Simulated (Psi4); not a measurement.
# A workflow on SiNH2F (SMILES N[Si]F), part 2 of 2

Psi4 1.11.

### 4 A single-point energy at MP2-F12/cc-pVDZ-F12 (density fitting, density fitting for correlation) (run 3)

job.in

```
memory 1600 MB

molecule m {
  0 1
  N     -0.425638     0.252386    -0.338241
  Si     0.124867    -1.157638     0.509047
  F      1.585162    -0.524054     1.001606
  H      0.107092     1.130409    -0.418127
  H     -1.337814     0.268376    -0.811110
}

set globals {
  basis cc-pVDZ-F12
  freeze_core true
}

energy("mp2-f12")
```

Command:

```sh
psi4 job.in job.out -n 1
```

job.out, cut to the lines that bear on the results:

```text
[...]
  Running in c1 symmetry.
[...]
  Nuclear repulsion =   99.757630138782773
[...]
  Multiplicity = 1
[...]
  Nalpha       = 16
  Nbeta        = 16
[...]
    Number of basis functions: 117
[...]
   @DF-RHF iter   1:  -444.00594978279156   -9.25659e-01   4.69532e-03 ADIIS/DIIS
[...]
   @DF-RHF iter  11:  -444.12659866792973   -1.44382e-11   7.84827e-09 DIIS
[...]
    Orbital Energies [Eh]
    ---------------------
    Doubly Occupied:
       1A    -68.827674     2A    -26.267027     3A    -15.567930
       4A     -6.166394     5A     -4.269034     6A     -4.268881
       7A     -4.267486     8A     -1.557699     9A     -1.145968
      10A     -0.737831    11A     -0.680030    12A     -0.648169
      13A     -0.633373    14A     -0.603380    15A     -0.434691
      16A     -0.370577
[...]
  @DF-RHF Final Energy:  -444.12659866792973
   => Energetics <=
    Nuclear Repulsion Energy =             99.7576301387827726
    One-Electron Energy =                -814.8761667417022636
    Two-Electron Energy =                 270.9919379349897213
    Total Energy =                       -444.1265986679297271
[...]
 Multipole Moments:
 ------------------------------------------------------------------------------------
     Multipole            Electronic (a.u.)      Nuclear  (a.u.)        Total (a.u.)
 ------------------------------------------------------------------------------------
 L = 1.  Multiply by 2.5417464519 to convert [e a0] to [Debye]
 Dipole X            :          2.3293088           -3.0436357           -0.7143268
 Dipole Y            :         -1.9813150            2.3440145            0.3626996
 Dipole Z            :          1.9861732           -2.4970032           -0.5108300
 Magnitude           :                                                    0.9501374
[...]
```

It took 29 s on 1 thread of Intel Xeon 6975P-C (Granite Rapids), shared host; peak memory 2.5 GiB.

### 5 The excited states at TD-SVWN-RPA/3-21G (density fitting, save jk yes) (run 4)

fh2nsi.dat

```
memory 1600 MB

molecule geom {
  N
  Si 1 1.734682
  F 2 1.666285 1 96.51316
  H 1 1.030101 2 124.51323 3 0.00096
  H 1 1.027583 4 114.21301 2 179.99961
  units angstrom
}

set {
  basis   3-21G
  save_jk true
}

from psi4.driver.procrouting.response.scf_response import tdscf_excitations
result, w = energy('svwn', return_wfn=True)
states = tdscf_excitations(w, states=4, tda=False)
```

Command:

```sh
psi4 fh2nsi.dat fh2nsi.out -n 1
```

fh2nsi.out:

```text
Psi4 1.11 release

   => Loading Basis Set <=

    Name: 3-21G
    Role: ORBITAL
    Keyword: BASIS

         ---------------------------------------------------------
                                   SCF
                              RKS Reference
                        1 Threads,   1525 MiB Core
         ---------------------------------------------------------

  ==> Geometry <==

    Molecular point group: c1
    Full point group: C1

    Geometry (in Angstrom), charge = 0, multiplicity = 1:

       Center              X                  Y                   Z               Mass
    ------------   -----------------  -----------------  -----------------  -----------------
         N           -0.000000109960     0.498820607337    -1.332701812533    14.003074004430
         SI          -0.000000109960     0.498820607337     0.401980187467    27.976926534650
         F           -0.000000109960    -1.156709903257     0.590989260573    18.998403162730
         H           -0.000014331715    -0.349977856915    -1.916353452712     1.007825032230
         H            0.000020984830     1.377092372228    -1.866148650034     1.007825032230

  Running in c1 symmetry.

  Rotational constants: A =      0.77408  B =      0.28399  C =      0.20777 [cm^-1]
  Rotational constants: A =  23206.22096  B =   8513.81446  C =   6228.66453 [MHz]
  Nuclear repulsion =   99.757607128795499

  Charge       = 0
  Multiplicity = 1
  Electrons    = 32
  Nalpha       = 16
  Nbeta        = 16

  ==> Algorithm <==

  SCF Algorithm Type is DF.
  DIIS enabled.
  MOM disabled.
  Fractional occupation disabled.
  Guess Type is SAD.
  Energy threshold   = 1.00e-06
  Density threshold  = 1.00e-06
  Integral threshold = 1.00e-12

  ==> Primary Basis <==

  Basis Set: 3-21G
    Blend: 3-21G
    Number of shells: 21
    Number of basis functions: 35
    Number of Cartesian functions: 35
    Spherical Harmonics?: false
    Max angular momentum: 1

  ==> DFT Potential <==

   => LibXC <=

    Version 7.1.2

   => Composite Functional: SVWN <=

    Slater exchange
    Vosko, Wilk & Nusair (VWN5_RPA)

    Deriv               =              1
    GGA                 =          FALSE
    Meta                =          FALSE

    Exchange Hybrid     =          FALSE
    MP2 Hybrid          =          FALSE

   => Exchange Functionals <=

    1.0000         XC_LDA_X

   => Correlation Functionals <=

    1.0000   XC_LDA_C_VWN_RPA

   => LibXC Density Thresholds  <==

    XC_LDA_C_VWN_RPA:  1.00E-15
    XC_LDA_X:  1.00E-15

   => Molecular Quadrature <=

    Radial Scheme          =       TREUTLER
    Pruning Scheme         =           NONE
    Nuclear Scheme         =       TREUTLER

    Blocking Scheme        =         OCTREE
    BS radius alpha        =              1
    Pruning alpha          =              1
    Radial Points          =             75
    Spherical Points       =            302
    Total Points           =         108519
    Total Blocks           =            877
    Max Points             =            256
    Max Functions          =             35
    Weights Tolerance      =       1.00E-15

   => Loading Basis Set <=

    Name: (3-21G AUX)
    Role: JKFIT
    Keyword: DF_BASIS_SCF

  ==> Integral Setup <==

  DFHelper Memory: AOs need 0.005 GiB; user supplied 1.096 GiB.
  SCF_SUBTYPE=INCORE selected. In-core MEM_DF algorithm will be used.
  Using in-core AOs.

  ==> MemDFJK: Density-Fitted J/K Matrices <==

    J tasked:                   Yes
    K tasked:                    No
    wK tasked:                   No
    Memory [MiB]:              1122
    Algorithm:                 Core
    Schwarz Cutoff:           1E-12
    Mask sparsity (%):       1.3061
    Fitting Condition:        1E-10

   => Auxiliary Basis Set <=

  Basis Set: (3-21G AUX)
    Blend: DEF2-UNIVERSAL-JKFIT
    Number of shells: 100
    Number of basis functions: 381
    Number of Cartesian functions: 381
    Spherical Harmonics?: false
    Max angular momentum: 4

  Cached 100.0% of DFT collocation blocks in 0.021 [GiB].

  Minimum eigenvalue in the overlap matrix is 7.9834427641E-02.
  Reciprocal condition number of the overlap matrix is 2.1626687410E-02.
    Using symmetric orthogonalization.

  ==> Pre-Iterations <==

  SCF Guess: Superposition of Atomic Densities via on-the-fly atomic UHF (no occupation information).

   -------------------------
    Irrep   Nso     Nmo
   -------------------------
     A         35      35
   -------------------------
    Total      35      35
   -------------------------

  ==> Iterations <==

                           Total Energy        Delta E     RMS |[F,P]|

   @DF-RKS iter SAD:  -440.87349178196280   -4.40873e+02   0.00000e+00
   @DF-RKS iter   1:  -441.12621352804598   -2.52722e-01   2.24215e-02 DIIS/ADIIS
   @DF-RKS iter   2:  -439.90998623796474    1.21623e+00   4.25591e-02 DIIS/ADIIS
   @DF-RKS iter   3:  -441.29886656408820   -1.38888e+00   1.09871e-02 DIIS/ADIIS
   @DF-RKS iter   4:  -441.34077172907007   -4.19052e-02   7.47618e-03 DIIS/ADIIS
   @DF-RKS iter   5:  -441.36379218019852   -2.30205e-02   1.00648e-03 DIIS/ADIIS
   @DF-RKS iter   6:  -441.36470556942936   -9.13389e-04   1.00629e-04 DIIS/ADIIS
   @DF-RKS iter   7:  -441.36471316416174   -7.59473e-06   2.87080e-05 DIIS
   @DF-RKS iter   8:  -441.36471356859010   -4.04428e-07   6.11746e-06 DIIS
   @DF-RKS iter   9:  -441.36471359286480   -2.42747e-08   2.79771e-07 DIIS
  Energy and wave function converged.

  ==> Post-Iterations <==

   Electrons on quadrature grid:
      Ntotal   =   32.0000512691 ; deviation = 5.127e-05

    Orbital Energies [Eh]
    ---------------------

    Doubly Occupied:

       1A    -64.692765     2A    -23.930125     3A    -13.805958
       4A     -5.024175     5A     -3.468305     6A     -3.467690
       7A     -3.462139     8A     -1.039600     9A     -0.791033
      10A     -0.486435    11A     -0.476232    12A     -0.386875
      13A     -0.340966    14A     -0.320990    15A     -0.257267
      16A     -0.226531

    Virtual:

      17A     -0.079001    18A     -0.001966    19A      0.042296
      20A      0.111143    21A      0.122675    22A      0.269367
      23A      0.292956    24A      0.356762    25A      0.371068
      26A      0.874176    27A      0.907443    28A      0.978171
      29A      1.129541    30A      1.151249    31A      1.744215
      32A      1.791747    33A      1.898573    34A      2.098003
      35A      3.191907

    Final Occupation by Irrep:
              A
    DOCC [    16 ]
    NA   [    16 ]
    NB   [    16 ]

  @DF-RKS Final Energy:  -441.36471359286480

   => Energetics <=

    Nuclear Repulsion Energy =             99.7576071287954989
    One-Electron Energy =                -812.3006806362283214
    Two-Electron Energy =                 308.5128100575370240
    DFT Exchange-Correlation Energy =     -37.3344501429690112
    Empirical Dispersion Energy =           0.0000000000000000
    VV10 Nonlocal Energy =                  0.0000000000000000
    Total Energy =                       -441.3647135928648026

Computation Completed

Properties will be evaluated at   0.000000,   0.000000,   0.000000 [a0]

Properties computed using the SCF density matrix

 Multipole Moments:

 ------------------------------------------------------------------------------------
     Multipole            Electronic (a.u.)      Nuclear  (a.u.)        Total (a.u.)
 ------------------------------------------------------------------------------------

 L = 1.  Multiply by 2.5417464519 to convert [e a0] to [Debye]
 Dipole X            :         -0.0000053            0.0000063            0.0000011
 Dipole Y            :         -1.7932461            2.0635018            0.2702557
 Dipole Z            :          2.9990430           -4.0908580           -1.0918150
 Magnitude           :                                                    1.1247659

 ------------------------------------------------------------------------------------

	total time  =          1 seconds =       0.02 minutes

******************************************************************************************
**********                               WARNING                                **********
**********       The names of excited state variables changed between 1.5       **********
**********     and 1.6. For a quick solution, remove the symmetry specifier     **********
**********   from the variable name. For full details, see 'Notes on Psivars'   **********
**********                        in the documentation.                         **********
******************************************************************************************

         ---------------------------------------------------------
                         TDSCF excitation energies
         ---------------------------------------------------------

  ==> Options <==

     Residual threshold  : 1.0000e-04
     Initial guess       : denominators
     Reference           : RHF
     Solver type         : RPA (Hamiltonian)

  ==> Requested Excitations <==

      4 singlet states with A symmetry

  ==> Seeking the lowest 4 singlet states with A symmetry

                        Generalized Hamiltonian Solver

  ==> Options <==

    Max number of iterations        = 60
    Eigenvector tolerance           = 1.0000e-04
    Max number of expansion vectors = 800

  => Iterations <=
                              Max[D[value]]     Max[|R|]   # vectors
  HamiltonianSolver iter   1:   2.60019e-01  2.03651e-01     16
  HamiltonianSolver iter   2:   1.38248e-02  5.59383e-02     20
  HamiltonianSolver iter   3:   7.68559e-04  1.38748e-02     28
  HamiltonianSolver iter   4:   3.40827e-05  5.01085e-03     36
  HamiltonianSolver iter   5:   2.60741e-06  1.87415e-03     44
  HamiltonianSolver iter   6:   2.69496e-07  6.52614e-04     52
  HamiltonianSolver iter   7:   1.66259e-08  2.33294e-04     54
  HamiltonianSolver iter   8:   1.84825e-09  5.07576e-05     56      Converged

******************************************************************************************
**********                               WARNING                                **********
**********  Length-gauge rotatory strengths are **NOT** gauge-origin invariant  **********
******************************************************************************************

                                    Excitation Energy         Total Energy        Oscillator Strength             Rotatory Strength
     #   Sym: GS->ES (Trans)        au              eV              au          au (length)    au (velocity)    au (length)    au (velocity)
    ---- -------------------- --------------- --------------- --------------- --------------- --------------- --------------- ---------------
     1        A->A (1 A)       0.18455         5.02176        -441.18017       0.1103          0.1585         -0.0000         -0.0000
     2        A->A (1 A)       0.22757         6.19261        -441.13714       0.0230          0.0092         -0.0000         -0.0000
     3        A->A (1 A)       0.25050         6.81636        -441.11422       0.0246          0.0121          0.0000          0.0000
     4        A->A (1 A)       0.25964         7.06511        -441.10508       0.0021          0.0742          0.0000          0.0000

Contributing excitations and de-excitations
Only contributions with abs(coeff) > 1.00e-01 will be printed:

Excited State    1 (1 A):   0.18455 au   246.89 nm f = 0.1103
  Sums of squares: Xssq =  1.014870e+00; Yssq =  1.487045e-02; Xssq - Yssq =  1.000000e+00
     14a  ->  17a    -0.148217 ( 2.197%)
     16a  ->  17a    -0.988772 (97.767%)
     16a  <-  17a     0.110220 ( 1.215%)

Excited State    2 (1 A):   0.22757 au   200.21 nm f = 0.0230
  Sums of squares: Xssq =  1.014665e+00; Yssq =  1.466495e-02; Xssq - Yssq =  1.000000e+00
     15a  ->  17a    -0.868311 (75.396%)
     16a  ->  18a     0.447742 (20.047%)
     16a  ->  19a     0.184150 ( 3.391%)
     15a  <-  17a     0.105499 ( 1.113%)

Excited State    3 (1 A):   0.25050 au   181.89 nm f = 0.0246
  Sums of squares: Xssq =  1.002053e+00; Yssq =  2.052905e-03; Xssq - Yssq =  1.000000e+00
     14a  ->  17a    -0.980075 (96.055%)
     15a  ->  18a     0.116477 ( 1.357%)
     16a  ->  17a     0.145040 ( 2.104%)

Excited State    4 (1 A):   0.25964 au   175.49 nm f = 0.0021
  Sums of squares: Xssq =  1.000230e+00; Yssq =  2.302700e-04; Xssq - Yssq =  1.000000e+00
     14a  ->  17a    -0.115031 ( 1.323%)
     15a  ->  18a    -0.988386 (97.691%)

******************************************************************************************
**********                               WARNING                                **********
**********       The names of excited state variables changed between 1.5       **********
**********     and 1.6. For a quick solution, remove the symmetry specifier     **********
**********   from the variable name. For full details, see 'Notes on Psivars'   **********
**********                        in the documentation.                         **********
******************************************************************************************

    Psi4 run time: 0:00:02.40
```

It took 3.3 s on 1 thread of Intel Xeon 6975P-C (Granite Rapids), shared host; peak memory 0.23 GiB.

The roots found:

| excited state | energy (eV) | strength | label |
| --- | --- | --- | --- |
| 1 | 5.022 | 0.1103 | A 1 |
| 2 | 6.193 | 0.0230 | A 1 |
| 3 | 6.816 | 0.0246 | A 1 |
| 4 | 7.065 | 0.0021 | A 1 |

### 6 Summary of results

What follows sums up all 2 parts.

```
                                                                     quantity             value
                               run 1, SVWN-RPA/3-21G: total energy at the end     -441.36471 Eh
                                         run 1, SVWN-RPA/3-21G: dipole moment            2.86 D
                                           run 1, SVWN-RPA/3-21G: HOMO energy          -6.16 eV
                                           run 1, SVWN-RPA/3-21G: LUMO energy          -2.15 eV
                                         run 1, SVWN-RPA/3-21G: HOMO–LUMO gap           4.01 eV
                            run 2, SVWN-RPA/3-21G: lowest harmonic wavenumber          240 cm⁻¹
                           run 2, SVWN-RPA/3-21G: highest harmonic wavenumber         3518 cm⁻¹
                                     run 2, SVWN-RPA/3-21G: zero-point energy       74.1 kJ/mol
run 2, SVWN-RPA/3-21G: ideal-gas entropy at 400 K (symmetry number 1 as used)  69.1 cal/(mol K)
                                     run 3, MP2-F12/cc-pVDZ-F12: total energy     -444.78670 Eh
              run 3, MP2-F12/cc-pVDZ-F12: HOMO energy (Hartree–Fock orbitals)         -10.08 eV
              run 3, MP2-F12/cc-pVDZ-F12: LUMO energy (Hartree–Fock orbitals)           1.05 eV
            run 3, MP2-F12/cc-pVDZ-F12: HOMO–LUMO gap (Hartree–Fock orbitals)          11.13 eV
      run 3, MP2-F12/cc-pVDZ-F12: correlation energy (7 core orbitals frozen)        -649.0 mEh
                  run 4, TD-SVWN-RPA/3-21G: ground-state or mean-field energy     -441.36471 Eh
         run 4, TD-SVWN-RPA/3-21G: dipole moment (SVWN-RPA Kohn–Sham density)            2.86 D
          run 4, TD-SVWN-RPA/3-21G: HOMO energy (SVWN-RPA Kohn–Sham orbitals)          -6.16 eV
          run 4, TD-SVWN-RPA/3-21G: LUMO energy (SVWN-RPA Kohn–Sham orbitals)          -2.15 eV
        run 4, TD-SVWN-RPA/3-21G: HOMO–LUMO gap (SVWN-RPA Kohn–Sham orbitals)           4.01 eV
                           run 4, TD-SVWN-RPA/3-21G: lowest excitation energy           5.02 eV
```

In words: The optimisation (run 1, SVWN-RPA/3-21G) took 5 steps and changed the energy by -0.067 eV. All 9 modes (run 2, SVWN-RPA/3-21G) are real, so the shape is a minimum at this level. The brightest of the 4 transitions from the ground state lies at 5.02 eV (247 nm, f = 0.110). Roots above 6.2 eV lie over the negative of the HOMO energy, where those of Rydberg kind are poorly described; valence roots are less touched.
